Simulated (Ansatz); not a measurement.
`N/C(O)=N\C=O`, charge 0, multiplicity 1.

(1) Give a relaxed structure at PBE0-D4/def2-TZVP (Ansatz 0.2.0). (An estimate is asked.)

Results:

(1) The calculation gave: 
Cartesian coordinates in Å:
```
N 0.8666 0.5188 -0.8705
C 0.6036 -0.3341 0.1065
O 1.6363 -1.0869 0.4737
N -0.5333 -0.5074 0.7291
C -1.5994 0.2566 0.3627
O -1.6461 1.1196 -0.5035
H 1.7845 0.5625 -1.2749
H 0.0832 1.0996 -1.1593
H 1.3044 -1.6533 1.1838
H -2.4998 0.0247 0.9524
```
Point group Cs.
This is one stationary point; other conformers may exist.
